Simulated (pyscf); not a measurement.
[HAs=In]• + hydrogen (H₂) → [H₂As–InH]• (addition across a multiple bond or ene-type step; doublet surface; H–H broken, H–In, As–H formed). PySCF, gas phase, ωB97X-D3(BJ)/def2-SVP geometries. Energies in kcal/mol from the separated reactants.

```json
[
 {"level": "ωB97X-D3(BJ)/def2-TZVP", "barrier": "25.2", "reaction energy": "-5.3"},
 {"level": "PBE/def2-TZVP", "barrier": "15.2", "reaction energy": "-4.4"},
 {"level": "r²SCAN/def2-TZVP", "barrier": "16.5", "reaction energy": "-6.5"},
 {"level": "B3LYP-D3(BJ)/def2-TZVP", "barrier": "21.4", "reaction energy": "-1.5"},
 {"level": "M06-2X/def2-TZVP", "barrier": "___", "reaction energy": "___"},
 {"level": "ωB97M-D3(BJ)/def2-TZVP", "barrier": "___", "reaction energy": "-4.3"}
]
```

Task: Complete the blanks.

Result: 
- M06-2X/def2-TZVP, barrier: 24.0
- M06-2X/def2-TZVP, reaction energy: -1.8
- ωB97M-D3(BJ)/def2-TZVP, barrier: 23.6

The functionals in the table span 10.1 kcal/mol in this barrier, from PBE to ωB97X-D3(BJ)/def2-TZVP. This is the saddle that the search found; another between the same sides may lie lower. Elements up to Kr have no core potential and no relativistic terms here. Elements past Kr carry the def2 core potentials, without spin-orbit coupling.
